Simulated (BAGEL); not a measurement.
**C3H3NS (thiazole) at HF/STO-3G (density fitting with qzvpp-jkfit)**

Aim: the energy change on altering one bond length of C3H3NS (thiazole) at HF/STO-3G (density fitting with qzvpp-jkfit), from 2 runs. 

The calculation is run with BAGEL 1.2.2.

### 1 The molecule

C3H3NS: 8 atoms, total charge 0, spin state singlet. As SMILES, `c1cscn1`. The shape is that of a PBE0-D4/def2-TZVP optimisation.

Bond lengths: C1–C2 1.361 Å, C2–S3 1.704 Å, S3–C4 1.716 Å, C1–N5 1.363 Å, C4–N5 1.296 Å, C1–H6 1.082 Å, C2–H7 1.079 Å, C4–H8 1.082 Å. Some angles: C1–C2–S3 109.5°, C2–C1–N5 115.8°, C2–S3–C4 89.4°, S3–C4–N5 115.0°, C1–N5–C4 110.4°, C1–C2–H7 128.7°, S3–C2–H7 121.8°, C2–C1–H6 124.8°, N5–C1–H6 119.4°, S3–C4–H8 121.0°.

### 2 The energy at HF/STO-3G (density fitting with qzvpp-jkfit)

File job.json:

```json
{ "bagel": [

{
  "title": "molecule",
  "basis": "sto-3g",
  "df_basis": "qzvpp-jkfit",
  "angstrom": true,
  "geometry": [
    { "atom": "C", "xyz": [      -0.315900,       0.794600,       0.466600 ] },
    { "atom": "C", "xyz": [       0.996500,       0.480400,       0.288700 ] },
    { "atom": "S", "xyz": [       1.117900,      -0.982000,      -0.578300 ] },
    { "atom": "C", "xyz": [      -0.594400,      -1.067400,      -0.640100 ] },
    { "atom": "N", "xyz": [      -1.212700,      -0.085900,      -0.061700 ] },
    { "atom": "H", "xyz": [      -0.675700,       1.673200,       0.985500 ] },
    { "atom": "H", "xyz": [       1.870300,       1.021500,       0.615600 ] },
    { "atom": "H", "xyz": [      -1.093800,      -1.891400,      -1.132100 ] }
  ]
},

{
  "title": "hf",
  "charge": 0
},

{
  "title": "print",
  "file": "orbitals.molden",
  "orbitals": true
}

]}
```

On the command line:

```sh
BAGEL_NUM_THREADS=1 BAGEL job.json > job.out
```

What it wrote:

```text
* using 1 threads per process

  ===============================================================
  ===============================================================

  *** Geometry ***

  { "atom" : "C", "xyz" : [     -0.596964,      1.501576,      0.881746 ] },
  { "atom" : "C", "xyz" : [      1.883112,      0.907824,      0.545564 ] },
  { "atom" : "S", "xyz" : [      2.112525,     -1.855711,     -1.092829 ] },
  { "atom" : "C", "xyz" : [     -1.123253,     -2.017094,     -1.209614 ] },
  { "atom" : "N", "xyz" : [     -2.291671,     -0.162327,     -0.116596 ] },
  { "atom" : "H", "xyz" : [     -1.276888,      3.161890,      1.862325 ] },
  { "atom" : "H", "xyz" : [      3.534355,      1.930355,      1.163315 ] },
  { "atom" : "H", "xyz" : [     -2.066982,     -3.574228,     -2.139359 ] },

  Number of auxiliary basis functions:      484

  Since a DF basis is specified, we compute 2- and 3-index integrals:
    o Being stored without compression. Storage requirement is 0.004 GB

  Number of basis functions:       32
  Number of electrons      :       44

    * METHOD: MOLECULE                             0.18

  *** RHF ***

  === Nuclear Repulsion ===
   206.4869312932

      * DIIS with orbital gradients will be used.

  === RHF iteration (sto-3g) ===
      0       -560.77182283          0.01475930           0.02
      1       -560.82746770          0.00774105           0.02
      2       -560.84393873          0.00131193           0.02
      3       -560.84506377          0.00046698           0.02
      4       -560.84521409          0.00019891           0.02
      5       -560.84525453          0.00005641           0.02
      6       -560.84525663          0.00002774           0.02
      7       -560.84525706          0.00000890           0.02
      8       -560.84525714          0.00000239           0.02
      9       -560.84525715          0.00000080           0.02
     10       -560.84525715          0.00000038           0.02
     11       -560.84525715          0.00000014           0.02
     12       -560.84525715          0.00000006           0.02
     13       -560.84525715          0.00000003           0.02
     14       -560.84525715          0.00000001           0.02
     15       -560.84525715          0.00000001           0.02
    * SCF iteration converged.

    * Permanent dipole moment:
           (   -0.794424,     0.162842,     0.091440) a.u.

    * METHOD: HF                                   0.40

    * METHOD: PRINT                                0.00

  ===============================================================
```

Run time: 0.7 s. Hardware: 1 thread of Arm Neoverse V1, shared host.

### 3 The distorted shape, same level

File job.json:

```json
{ "bagel" : [

{
  "title" : "molecule",
  "basis" : "sto-3g",
  "df_basis" : "qzvpp-jkfit",
  "angstrom" : true,
  "geometry" : [
    { "atom" : "C", "xyz" : [   -0.136016,    0.355340,    0.207174 ] },
    { "atom" : "C", "xyz" : [    1.176384,    0.041140,    0.029274 ] },
    { "atom" : "S", "xyz" : [    1.297784,   -1.421260,   -0.837726 ] },
    { "atom" : "C", "xyz" : [   -0.414516,   -1.506660,   -0.899526 ] },
    { "atom" : "N", "xyz" : [   -1.032816,   -0.525160,   -0.321126 ] },
    { "atom" : "H", "xyz" : [   -0.675700,    1.673200,    0.985500 ] },
    { "atom" : "H", "xyz" : [    2.050184,    0.582240,    0.356174 ] },
    { "atom" : "H", "xyz" : [   -0.913916,   -2.330660,   -1.391526 ] }
  ]
},
{
  "title" : "hf"
},
{
  "title" : "print",
  "file" : "orbitals.molden",
  "orbitals" : true
}

]}
```

On the command line:

```sh
BAGEL_NUM_THREADS=1 BAGEL job.json > job.out
```

What it wrote:

```text
* using 1 threads per process

  ===============================================================
  ===============================================================

  *** Geometry ***

  { "atom" : "C", "xyz" : [     -0.257033,      0.671495,      0.391502 ] },
  { "atom" : "C", "xyz" : [      2.223044,      0.077743,      0.055320 ] },
  { "atom" : "S", "xyz" : [      2.452456,     -2.685792,     -1.583073 ] },
  { "atom" : "C", "xyz" : [     -0.783322,     -2.847175,     -1.699858 ] },
  { "atom" : "N", "xyz" : [     -1.951739,     -0.992409,     -0.606840 ] },
  { "atom" : "H", "xyz" : [     -1.276888,      3.161890,      1.862325 ] },
  { "atom" : "H", "xyz" : [      3.874286,      1.100274,      0.673071 ] },
  { "atom" : "H", "xyz" : [     -1.727051,     -4.404309,     -2.629603 ] },

  Number of auxiliary basis functions:      484

  Since a DF basis is specified, we compute 2- and 3-index integrals:
    o Being stored without compression. Storage requirement is 0.004 GB

  Number of basis functions:       32
  Number of electrons      :       44

    * METHOD: MOLECULE                             0.18

  *** RHF ***

  === Nuclear Repulsion ===
   204.4440678138

      * DIIS with orbital gradients will be used.

  === RHF iteration (sto-3g) ===
      0       -560.64341211          0.01532794           0.02
      1       -560.70530687          0.00767831           0.02
      2       -560.72148353          0.00149437           0.02
      3       -560.72272682          0.00057613           0.02
      4       -560.72290135          0.00021777           0.02
      5       -560.72294716          0.00007304           0.02
      6       -560.72295114          0.00003387           0.02
      7       -560.72295181          0.00000920           0.02
      8       -560.72295189          0.00000344           0.02
      9       -560.72295190          0.00000130           0.02
     10       -560.72295190          0.00000050           0.02
     11       -560.72295190          0.00000021           0.02
     12       -560.72295190          0.00000008           0.02
     13       -560.72295190          0.00000003           0.02
     14       -560.72295190          0.00000002           0.02
     15       -560.72295190          0.00000001           0.02
    * SCF iteration converged.

    * Permanent dipole moment:
           (   -0.764551,     0.185698,     0.105194) a.u.

    * METHOD: HF                                   0.41

    * METHOD: PRINT                                0.00

  ===============================================================
```

Run time: 0.73 s. Hardware: 1 thread of Arm Neoverse V1, shared host.

### 4 Results

At HF/STO-3G (density fitting with qzvpp-jkfit):

```
                                                         quantity          value
                                        first shape: total energy  -560.84526 Eh
                                       first shape: dipole moment         2.07 D
                                         first shape: HOMO energy       -7.62 eV
                                         first shape: LUMO energy        6.69 eV
                                       first shape: HOMO–LUMO gap       14.31 eV
                                    distorted shape: total energy  -560.72295 Eh
                                   distorted shape: dipole moment         2.02 D
                                     distorted shape: HOMO energy       -7.57 eV
                                     distorted shape: LUMO energy        6.66 eV
                                   distorted shape: HOMO–LUMO gap       14.23 eV
energy change with the C1–H6 bond stretched from 1.082 to 1.623 Å       3.328 eV
```

With the C1–H6 bond stretched from 1.082 to 1.623 Å the energy rises by 3.33 eV (321 kJ/mol). The first shape isn't relaxed at this level, so the change isn't measured from a minimum. The minimal basis adds a large error of its own.
